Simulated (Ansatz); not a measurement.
One change: `FC1NCO1` becomes `C1NCO1`.

Ansatz, PBE0-D4/def2-TZVP geometries, multiplicity 1. 

```csv
property,`FC1NCO1`
HOMO–LUMO gap (ωB97M-V/def2-TZVPP) / eV,12.40
HOMO–LUMO gap (PBE/def2-TZVPP) / eV,6.24
LUMO energy (B3LYP/def2-TZVPP) / eV,0.50
HOMO–LUMO gap (B3LYP/def2-TZVPP) / eV,8.00
LUMO energy (PBE/def2-TZVPP) / eV,0.03
HOMO energy (PBE0/def2-TZVPP) / eV,-7.71
```

Question: What does the change do to each property? (Best estimate.)

Answer: Ansatz gave: 
```tsv
property	`C1NCO1`	shift
HOMO–LUMO gap (ωB97M-V/def2-TZVPP) / eV	11.57	-0.83
HOMO–LUMO gap (PBE/def2-TZVPP) / eV	5.36	-0.88
LUMO energy (B3LYP/def2-TZVPP) / eV	0.66	0.16
HOMO–LUMO gap (B3LYP/def2-TZVPP) / eV	7.18	-0.82
LUMO energy (PBE/def2-TZVPP) / eV	0.12	0.09
HOMO energy (PBE0/def2-TZVPP) / eV	-6.71	1.00
```

With PBE0 the HOMO rises by 1.00 eV and the LUMO rises by 0.14 eV, so the gap narrows by about 0.86 eV. PBE moves the HOMO by 0.97 eV and ωB97M-V by 1.00 eV.

B3LYP here is the variant with VWN-RPA as its local correlation; programs differ in this.
